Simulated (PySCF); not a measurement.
## NMR parameters from quadrupole coupling constants

C2H3B.
Geometry (PBE0-D3(BJ)/def2-SVP, Å), atoms numbered from 1 in this order:
```
atom  x, y, z in Å
B1    -1.134    0.064    0.038
C2     0.368   -0.021    0.149
C3     1.584   -0.088    0.239
H4    -1.830   -0.610    0.757
H5    -1.637    0.805   -0.771
H6     2.655   -0.147    0.318
```

The species is `BC#C` (C2H3B).

Computed at B3LYP/pcJ-1 (PySCF, non-relativistic):

```csv
atom,environment,nucleus,spin I,Q (b),CQ = χzz (MHz),η
B1,three-coordinate boron,11B,3/2,0.04059,5.400,0.115
```

Problem. Which field gradients stand behind these couplings (CQ in MHz = 234.96 × Q in b × Vzz in au)?

Solution. Vxx = −Vzz(1 − η)/2 and Vyy = −Vzz(1 + η)/2, in au:

```json
{"atom": "B1", "Vxx (au)": "-0.251", "Vyy (au)": "-0.316", "Vzz (au)": "0.566", "Vzz (10²¹ V/m²)": "5.50"}
```

Problem. At 16.45 T, set νQ = 3|CQ|/[2I(2I − 1)] beside the Larmor frequency (|g| × 7.62259 MHz/T × B; g(11B) = 1.79243), and give PQ = |CQ|√(1 + η²/3).

Solution. 
```csv
atom,PQ (MHz),νQ (MHz),ν0 (MHz),νQ/ν0
B1,5.412,2.700,224.76,0.012
```

For B1: PQ = 5.400 × 1.0022, νQ = 5.400 × 0.5000, ν0 = 13.6630 MHz/T × 16.45 T.

Problem. For half-integer spins with νQ below a tenth of ν0, find the second-order shift of the centre of gravity of the central transition at 16.45, 18.8 and 23.5 T.

Solution. From −(3/40)(PQ/ν0)²[I(I + 1) − 3/4]/[I(2I − 1)]², which goes as 1/B² (ppm):

```
     site  16.45 T  18.8 T  23.5 T
11B at B1    -14.5   -11.1    -7.1
```

Problem. Take a correlation time of 8 ps, isotropic tumbling and extreme narrowing. What quadrupolar relaxation rates and linewidths follow?

Solution. Rate = (3π²/10) PQ² τc (2I + 3)/[I²(2I − 1)], the same for T1 and T2; width = rate/π.

```json
{"site": "11B at B1", "spin factor (2I + 3)/[I²(2I − 1)]": "1.333", "1/T1 (s⁻¹)": "925", "T1 (ms)": "1.08", "linewidth (Hz)": "294"}
```

Solvent, lattice and vibrations would change these gradients. Isolated species at its PBE0-D3(BJ)/def2-SVP geometry, gas phase. The basis is small and wasn't made for field gradients, so the couplings can be 20 % off.

These values come from a run that also computed spin–spin couplings. The run took 4.9 s of wall time on one thread of an Arm Neoverse V2, no GPU, shared host.
